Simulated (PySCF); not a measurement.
CS⁻: from constants to spectrum

UHF-CCSD(T) constants of CS⁻, ²Π (doublet), unpaired electrons π ↑ (C aug-pcseg-1, S aug-pcseg-1; no relativity (PySCF 2.14); masses 12.0000 and 31.9721 u):

- ωe: 975.4 cm⁻¹
- ωexe: 6.44 cm⁻¹
- Be: 0.71055 cm⁻¹
- αe: 0.00652 cm⁻¹

(1) What force constant and bond length do these constants imply?

(2) Estimate the centrifugal constant D from the Kratzer relation and find the Dunham coefficient a1.

Correlated steps freeze 6 core orbitals. The state was picked by a PBE0 search and need not be the measured ground state.

## Answers

(1) Reduced mass μred = 8.7252 u; k = 5.8918×10⁻⁷·μred·ωe² (u, cm⁻¹, mdyn/Å) = 4.89 mdyn/Å; Re = √(16.8576/(μred·Be)) (u, cm⁻¹, Å) = 1.649 Å.

(2) D = 4Be³/ωe² = 1.51e-06 cm⁻¹; a1 = −1 − αeωe/(6Be²) = -3.10.
